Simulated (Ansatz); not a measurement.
We consider zinc-blende AlAs, described by HSE06 in Ansatz (plane waves, PAW).

The same calculation (at the measured cell, 22.677 Å³/atom) with different numerical settings:

| run | k mesh | gap on the mesh (eV) | total energy (eV/atom) |
|---|---|---|---|
| 1 | 4×4×4 | 2.089 | -2698.1147 |
| 2 | 6×6×6 | 2.078 | -2698.1615 |
| 3 | 8×8×8 | 2.076 | -2698.1656 |
| 4 | 10×10×10 | 2.076 | -2698.1661 |
| 5 | 12×12×12 | 2.076 | -2698.1661 |

In the column total energy (eV/atom) the first row differs from the last by +0.0514 and the next to last by 0.0000.

The last row is no converged limit: other settings stay fixed.

Spin–orbit coupling is not included.

Ansatz is a program for electronic structure.
